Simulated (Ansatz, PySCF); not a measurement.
This Ansatz (a first-principles code) input computes a CCSD(T)/cc-pVDZ energy:

Ansatz 0.2 input:
```yaml
crystal:
  periodic: [false, false, false]
  atoms:
    - {symbol: C, position_ang: [0.00724967, -0.72295051, 0.71906962]}
    - {symbol: C, position_ang: [0.04562440, 0.68254748, 0.81501059]}
    - {symbol: C, position_ang: [-0.04432848, -0.81177839, -0.68647340]}
    - {symbol: C, position_ang: [-0.00734761, 0.73271783, -0.72878450]}
    - {symbol: H, position_ang: [0.01502855, -1.49867503, 1.49062995]}
    - {symbol: H, position_ang: [-0.51892031, 1.32167605, 1.50036933]}
    - {symbol: H, position_ang: [0.52058812, -1.48799353, -1.33494466]}
    - {symbol: H, position_ang: [0.87841978, 1.16576513, -1.21872836]}
    - {symbol: H, position_ang: [-0.90230394, 1.21600897, -1.15026007]}
basis:
  gaussian:
    orbitals: cc-pVDZ
total_charge: -1
magnetization: {spin_polarized: false}
correlation: {method: ccsd_t, electrons: outside_noble_gas}
```

Problem. Write an input for the same energy in PySCF and say what it gives.

Solution. 
```python
from pyscf import gto, scf, mp, cc as ccmod

mol = gto.M(
    atom='''
    C     0.00724967   -0.72295051    0.71906962
    C     0.04562440    0.68254748    0.81501059
    C    -0.04432848   -0.81177839   -0.68647340
    C    -0.00734761    0.73271783   -0.72878450
    H     0.01502855   -1.49867503    1.49062995
    H    -0.51892031    1.32167605    1.50036933
    H     0.52058812   -1.48799353   -1.33494466
    H     0.87841978    1.16576513   -1.21872836
    H    -0.90230394    1.21600897   -1.15026007
    ''',
    basis='cc-pvdz',
    charge=-1,
    spin=0,
    verbose=4,
)

mf = scf.RHF(mol)
mf.conv_tol = 1e-10
mf.max_cycle = 100
mf.kernel()
mp2 = mp.MP2(mf, frozen=4).run()
cc = ccmod.CCSD(mf, frozen=4)
cc.max_cycle = 100
cc.kernel()
et = cc.ccsd_t()
print(f'E(CCSD(T)) = {cc.e_tot + et:.9f}')
```
It gives -154.84496 Eh, and Ansatz -154.84496 Eh, a difference of 0.00 mEh.

It need not be the lowest isomer of its formula. Whether it binds its extra electron was not tested at this geometry.
